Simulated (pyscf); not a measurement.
Optimised with ωB97X-D3(BJ)/def2-SVP in PySCF.

Question: How much does it cost (ΔH, 298 K, ωB97M-D3(BJ)/def2-TZVP) to split H₂P–Ga(PH₂)–PH₂ at its Ga–P bond into PH₂• + [H₂P–Ga–PH₂]•?

Answer: Ga–P to PH₂• + [H₂P–Ga–PH₂]•: 2.74 eV. The 7 functionals that were run give +2.59 (B3LYP-D3(BJ)) to +2.97 eV (ωB97X-D3(BJ)). The radicals are drawn with the spin at the cut bond; how far it spreads was not checked. Other isomers of [H₂P–Ga–PH₂]• were not searched in full and may lie lower. Elements up to Kr have no core potential and no relativistic terms here.
